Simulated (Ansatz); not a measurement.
**Al₂BH₃ (SMILES [BH]1[AlH][AlH]1): single points off equilibrium**

The atoms stand at a structure displaced at random from a GFN2-xTB minimum. How far do the functionals agree with CCSD(T) there?

The runs use Ansatz 0.2.0, Gaussian basis; single points in def2-TZVPP.

Correlated methods freeze the cores.

## (1) Where the work starts

SMILES `[BH]1[AlH][AlH]1`, 6 atoms, charge 0, spin multiplicity 1.

Atoms are counted from 1 here; the program's logs count them from 0.

Bond lengths: B1–Al2 1.990 Å, B1–Al3 2.027 Å, B1–H4 1.096 Å, Al2–Al3 2.700 Å, Al2–H5 1.690 Å, Al3–H6 1.698 Å. Angles: Al2–B1–Al3 84.5°, Al2–B1–H4 97.3°, Al3–B1–H4 95.3°, B1–Al2–Al3 48.3°, B1–Al2–H5 163.8°, Al3–Al2–H5 145.9°, B1–Al3–Al2 47.2°, B1–Al3–H6 175.1°, Al2–Al3–H6 135.7°.

Coordinates:

```csv
atom,x (Å),y (Å),z (Å)
B1,-0.60540,-1.10570,-0.40690
Al2,1.01790,-0.07480,-0.92090
Al3,-0.56060,0.03610,1.26730
H4,-1.33810,-0.48380,-0.93320
H5,2.25070,0.68090,-1.79620
H6,-0.66140,1.02630,2.64350
```

## (2) CCSD(T)/def2-TZVPP

Input file run/in.yaml:

```yaml
crystal:
  periodic: [false, false, false]
  atoms:
    - {symbol: B, position_ang: [-0.605400, -1.105700, -0.406900]}
    - {symbol: Al, position_ang: [1.017900, -0.074800, -0.920900]}
    - {symbol: Al, position_ang: [-0.560600, 0.036100, 1.267300]}
    - {symbol: H, position_ang: [-1.338100, -0.483800, -0.933200]}
    - {symbol: H, position_ang: [2.250700, 0.680900, -1.796200]}
    - {symbol: H, position_ang: [-0.661400, 1.026300, 2.643500]}
basis:
  gaussian: {orbitals: def2-TZVPP}
correlation: {method: ccsd_t}
output: {forces: true}
```

No record of the launch command was kept for these runs.

## (3) PBE0-D4/def2-TZVPP

run/in.yaml: that of step 2 with these lines changed.

```diff
@@ -11,3 +11,3 @@
   gaussian: {orbitals: def2-TZVPP}
-correlation: {method: ccsd_t}
-output: {forces: true}
+hamiltonian: {xc: pbe0, dispersion: d4}
+output: {forces: true, orbitals: {seedname: orbitals}}
```

## (4) wB97M-V/def2-TZVPP

run/in.yaml: that of step 3 with these lines changed.

```diff
@@ -11,3 +11,3 @@
   gaussian: {orbitals: def2-TZVPP}
-hamiltonian: {xc: pbe0, dispersion: d4}
-output: {forces: true, orbitals: {seedname: orbitals}}
+hamiltonian: {xc: {name: wB97M-V}}
+output: {forces: true}
```

## (5) r2SCAN-D4/def2-TZVPP

run/in.yaml: that of step 4 with these lines changed.

```diff
@@ -11,3 +11,3 @@
   gaussian: {orbitals: def2-TZVPP}
-hamiltonian: {xc: {name: wB97M-V}}
+hamiltonian: {xc: r2scan, dispersion: d4}
 output: {forces: true}
```

## (6) PBE-D4/def2-TZVPP

run/in.yaml: that of step 5 with these lines changed.

```diff
@@ -11,3 +11,3 @@
   gaussian: {orbitals: def2-TZVPP}
-hamiltonian: {xc: r2scan, dispersion: d4}
+hamiltonian: {xc: pbe, dispersion: d4}
 output: {forces: true}
```

## (7) LC-wPBE/def2-TZVPP

run/in.yaml: that of step 6 with these lines changed.

```diff
@@ -11,3 +11,3 @@
   gaussian: {orbitals: def2-TZVPP}
-hamiltonian: {xc: pbe, dispersion: d4}
+hamiltonian: {xc: {name: LC-wPBE}}
 output: {forces: true}
```

## (8) CAM-B3LYP-D4/def2-TZVPP

run/in.yaml: that of step 7 with these lines changed.

```diff
@@ -11,3 +11,3 @@
   gaussian: {orbitals: def2-TZVPP}
-hamiltonian: {xc: {name: LC-wPBE}}
+hamiltonian: {xc: {name: CAM-B3LYP}, dispersion: d4}
 output: {forces: true}
```

(Steps that only read results are left out.)

Q: Predict the outcome of this session. Wanted: energy less free atoms, CCSD(T)/def2-TZVPP; RMS force component; RMS force error; HOMO and LUMO, PBE0-D4; T1 diagnostic.

**Answer**, as computed:

| quantity | value |
| --- | --- |
| energy less free atoms, CCSD(T)/def2-TZVPP | -13.816 eV |
| RMS force component | 1.344 to 1.431 eV/Å over the methods |
| RMS force error | PBE0-D4 0.128, wB97M-V 0.157, r2SCAN-D4 0.130, PBE-D4 0.134, LC-wPBE 0.259, CAM-B3LYP-D4 0.203 eV/Å |
| HOMO and LUMO, PBE0-D4 | -5.81 and -2.27 eV |
| T1 diagnostic | 0.029 |

**Reading.** Against CCSD(T) the functionals' energies less atoms differ by -0.771 to -0.128 eV, PBE-D4 by -0.689 eV. A larger basis would deepen the CCSD(T) value, while the functionals are nearly converged already, so the order here is not reliable. On forces the order runs from PBE0-D4 to LC-wPBE. Frozen-core CCSD(T) forces in triple zeta carry basis errors of their own, and this is one geometry, so small gaps rank nothing. The T1 diagnostic is large here, over the usual mark for main-group molecules (transition-metal compounds often pass it harmlessly), so CCSD(T) itself may be off. The restricted Hartree–Fock reference is unstable towards an unrestricted one at one or more of these structures.
